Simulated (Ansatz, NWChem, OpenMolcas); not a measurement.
**Strength of the C–N bond: CH4N → CH3 + NH**

Species: CH4N (methyl amino radical) `C[NH]`, doublet; CH3 (methyl radical) `[CH3]`, doublet; NH (imidogen), triplet. 

Shapes, held fixed at every level: PBE0-D4/def2-TZVP; NH at the measured bond length. Programs: Ansatz 0.2.0, NWChem 7.3.0, OpenMolcas 26.06. A level may come from different programs for different species; with the same settings they agree closely. Electronic energies: no zero-point or thermal term.

```tsv
level	kind	ΔE (kJ/mol)
HF/STO-3G	Hartree–Fock	+215.9
HF/3-21G	Hartree–Fock	+152.9
HF/def2-SVP	Hartree–Fock	+196.4
B3LYP/6-31G* (Cartesian functions)	global hybrid	+349.3
PBE0/def2-SVP	global hybrid	+362.5
```

PBE0/def2-SVP gives ΔE = +362.5 kJ/mol; the levels span +152.9 to +362.5. The median of the levels is +215.9. Hartree–Fock misses the correlation of the pair that is broken and comes out low. No measured value is set beside it here. Open shells run unrestricted unless RO is named. Rows in sets without polarisation functions are far from converged.
